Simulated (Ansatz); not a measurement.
C3H3FO can be A, `FC1=COC1`, or B, `OC1=C(F)C1`.

Calculated with Ansatz (gas phase, PBE0-D4/def2-TZVP geometries, no zero-point term in ΔE). CCSD(T)/CBS is the MP2 limit (def2-TZVPP, def2-QZVPP) plus CCSD(T) − MP2 in def2-TZVPP, frozen cores. Functionals use def2-TZVPP. B3LYP here is the variant with VWN-RPA as its local correlation; programs differ in this. Each species was taken in one conformer, which may not be the lowest.

(1) Which isomer does CCSD(T)/CBS put lower? Give the gap. (Best estimate.)

(2) Give E(B) − E(A) in kcal/mol with r2SCAN-D4, CCSD(T)/def2-TZVPP, PBE0-D4, B2PLYP, HF/def2-TZVPP, B3LYP, BLYP-D4. (Best estimate.)

(3) Does the order hold for the free energy at 298.15 K (harmonic terms from PBE0-D4)? (Best estimate.)

Largest T1 diagnostic: 0.013.

Results:

(1) The calculation gave: A, by 17.7 kcal/mol.

(2) The calculation gave: r2SCAN-D4 16.1, CCSD(T)/def2-TZVPP 18.0, PBE0-D4 15.5, B2PLYP 16.6, HF/def2-TZVPP 17.8, B3LYP 16.1, BLYP-D4 16.3. None reverses the order clearly.

(3) Computed: Yes: G(B) − G(A) = +16.6 kcal/mol, for one conformer each.

From BLYP to BHLYP (50 % exact exchange), in def2-TZVPP and without D4, E(B) − E(A) moves by +1.1 kcal/mol. At CCSD(T), def2-SVP lies −1.7 kcal/mol from the extrapolated value and def2-TZVPP +0.3 kcal/mol.
